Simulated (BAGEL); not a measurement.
# [HS2O3]− (SMILES O=S(=O)(O)[S-]) at HF/cc-pVDZ (density fitting with qzvpp-jkfit)

Aim: the vertical singlet–triplet gap of [HS2O3]− at HF/cc-pVDZ (density fitting with qzvpp-jkfit), from 2 runs. 

The results are computed with BAGEL 1.2.2.

## (1) The system as given

[HS2O3]−: 6 atoms, total charge -1, spin state singlet. SMILES: `O=S(=O)(O)[S-]`. The coordinates come from a GFN2-xTB relaxation. This is one conformer, not always the lowest.

Bond lengths: O1–S2 1.456 Å, S2–O3 1.444 Å, S2–O4 1.662 Å, S2–S5 1.953 Å, O4–H6 0.954 Å. Angles: O1–S2–O3 115.9°, O1–S2–O4 103.0°, O1–S2–S5 112.5°, O3–S2–O4 104.9°, O3–S2–S5 114.2°, O4–S2–S5 104.7°, S2–O4–H6 98.8°.

## (2) A single-point energy at HF/cc-pVDZ (density fitting with qzvpp-jkfit)

hf.json reads:

```json
{ "bagel": [

{
  "title": "molecule",
  "basis": "cc-pvdz.json",
  "df_basis": "qzvpp-jkfit",
  "angstrom": true,
  "geometry": [
    { "atom": "O", "xyz": [    1.140570,   -0.381530,    0.929200 ] },
    { "atom": "S", "xyz": [    0.153530,   -0.376080,   -0.141010 ] },
    { "atom": "O", "xyz": [   -0.473600,   -1.645330,   -0.425890 ] },
    { "atom": "O", "xyz": [   -1.064050,    0.572270,    0.476920 ] },
    { "atom": "S", "xyz": [    0.772570,    0.583310,   -1.725560 ] },
    { "atom": "H", "xyz": [   -0.529020,    1.247360,    0.886340 ] }
  ]
},
{
  "title": "hf",
  "charge": -1
},
{
  "title": "print",
  "file": "orbitals.molden",
  "orbitals": true
}

]}
```

The basis set cc-pVDZ is read from a file made from the Basis Set Exchange's data (not shown).

Started as:

```bash
$ BAGEL_NUM_THREADS=1 BAGEL hf.json > hf.out
```

Output:

```text
* using 1 threads per process

  ===============================================================
  ===============================================================

  *** Geometry ***

  { "atom" : "O", "xyz" : [      2.155365,     -0.720987,      1.755934 ] },
  { "atom" : "S", "xyz" : [      0.290130,     -0.710688,     -0.266470 ] },
  { "atom" : "O", "xyz" : [     -0.894974,     -3.109223,     -0.804815 ] },
  { "atom" : "O", "xyz" : [     -2.010763,      1.081434,      0.901248 ] },
  { "atom" : "S", "xyz" : [      1.459946,      1.102296,     -3.260836 ] },
  { "atom" : "H", "xyz" : [     -0.999703,      2.357169,      1.674940 ] },

  Number of auxiliary basis functions:      505

  Since a DF basis is specified, we compute 2- and 3-index integrals:
    o Being stored without compression. Storage requirement is 0.028 GB

  Number of basis functions:       83
  Number of electrons      :       57

    * METHOD: MOLECULE                             0.21

  *** RHF ***

  === Nuclear Repulsion ===
   330.5128596067

      * DIIS with orbital gradients will be used.

  === RHF iteration (cc-pvdz.json) ===
      0      -1019.80026596          0.02228139           0.07
      1      -1020.01293164          0.01680219           0.06
      2      -1020.20050144          0.00142099           0.06
      3      -1020.20211957          0.00060105           0.06
      4      -1020.20245356          0.00012951           0.06
      5      -1020.20247625          0.00005016           0.07
      6      -1020.20248044          0.00001817           0.06
      7      -1020.20248108          0.00000530           0.07
      8      -1020.20248113          0.00000234           0.07
      9      -1020.20248113          0.00000089           0.07
     10      -1020.20248114          0.00000039           0.07
     11      -1020.20248114          0.00000015           0.07
     12      -1020.20248114          0.00000008           0.07
     13      -1020.20248114          0.00000003           0.07
     14      -1020.20248114          0.00000001           0.06
    * SCF iteration converged.

    * Permanent dipole moment:
           (    0.310678,    -0.805633,    -0.581292) a.u.

    * METHOD: HF                                   1.14

    * METHOD: PRINT                                0.01

  ===============================================================
```

Wall time 1.7 s (1 thread of Intel Xeon 6975P-C (Granite Rapids), shared host); peak memory 0.12 GiB.

## (3) The triplet

input.json reads:

```json
{ "bagel" : [

{
  "title" : "molecule",
  "basis" : "cc-pvdz.json",
  "df_basis" : "qzvpp-jkfit",
  "angstrom" : true,
  "geometry" : [
    { "atom" : "O", "xyz" : [       1.140570,      -0.381530,       0.929200 ] },
    { "atom" : "S", "xyz" : [       0.153530,      -0.376080,      -0.141010 ] },
    { "atom" : "O", "xyz" : [      -0.473600,      -1.645330,      -0.425890 ] },
    { "atom" : "O", "xyz" : [      -1.064050,       0.572270,       0.476920 ] },
    { "atom" : "S", "xyz" : [       0.772570,       0.583310,      -1.725560 ] },
    { "atom" : "H", "xyz" : [      -0.529020,       1.247360,       0.886340 ] }
  ]
},

{
  "title" : "uhf",
  "charge" : -1,
  "nopen" : 2
},

{
  "title" : "print",
  "file" : "orbitals.molden",
  "orbitals" : true
}

]}
```

The basis set cc-pVDZ is read from a file made from the Basis Set Exchange's data (not shown).

Started as:

```bash
$ BAGEL_NUM_THREADS=1 BAGEL input.json > input.out
```

Output:

```text
* using 1 threads per process

  ===============================================================
  ===============================================================

  *** Geometry ***

  { "atom" : "O", "xyz" : [      2.155365,     -0.720987,      1.755934 ] },
  { "atom" : "S", "xyz" : [      0.290130,     -0.710688,     -0.266470 ] },
  { "atom" : "O", "xyz" : [     -0.894974,     -3.109223,     -0.804815 ] },
  { "atom" : "O", "xyz" : [     -2.010763,      1.081434,      0.901248 ] },
  { "atom" : "S", "xyz" : [      1.459946,      1.102296,     -3.260836 ] },
  { "atom" : "H", "xyz" : [     -0.999703,      2.357169,      1.674940 ] },

  Number of auxiliary basis functions:      505

  Since a DF basis is specified, we compute 2- and 3-index integrals:
    o Being stored without compression. Storage requirement is 0.028 GB

  Number of basis functions:       83
  Number of electrons      :       57

    * METHOD: MOLECULE                             0.20

  *** Open-shell HF ***

  === Nuclear Repulsion ===
   330.5128596067

      * DIIS with orbital gradients will be used.

  === UHF iteration (cc-pvdz.json) ===
      0      -1019.50159647          0.04370107           0.15
      1      -1019.72725223          0.03790964           0.13
      2      -1019.87102648          0.02574004           0.15
      3      -1020.01355129          0.00175778           0.16
      4      -1020.01849600          0.00111182           0.14
      5      -1020.02007900          0.00058066           0.14
      6      -1020.02141126          0.00033957           0.15
      7      -1020.02175515          0.00022577           0.16
      8      -1020.02202754          0.00014665           0.16
      9      -1020.02214453          0.00009413           0.14
[... 37 lines of this table left out ...]
     47      -1020.02223221          0.00000002           0.13
     48      -1020.02223221          0.00000001           0.14
     49      -1020.02223221          0.00000001           0.14
     50      -1020.02223221          0.00000001           0.14
    * SCF iteration converged.

    * S^2 (UHF) is 2.0138

    * Permanent dipole moment:
           (    0.133663,    -0.845060,    -0.302213) a.u.

    * METHOD: UHF                                  7.59

    * METHOD: PRINT                                0.01

  ===============================================================
```

Wall time 8.4 s (1 thread of Intel Xeon 6975P-C (Granite Rapids), shared host); peak memory 0.12 GiB.

## (4) Summary of results

At HF/cc-pVDZ (density fitting with qzvpp-jkfit):

| quantity | value |
| --- | --- |
| singlet: total energy | -1020.20248 Eh |
| singlet: HOMO energy | -4.40 eV |
| singlet: LUMO energy | 9.48 eV |
| singlet: HOMO–LUMO gap (to an unbound level, set by the basis) | 13.88 eV |
| triplet: total energy | -1020.02223 Eh |
| triplet: ⟨S²⟩ | 2.014 |
| vertical energy of the triplet above the singlet | 4.905 eV |

**Reading.** At this shape the triplet lies 4.90 eV (473 kJ/mol) above the singlet. For an anion a state so high probably lies above electron detachment.
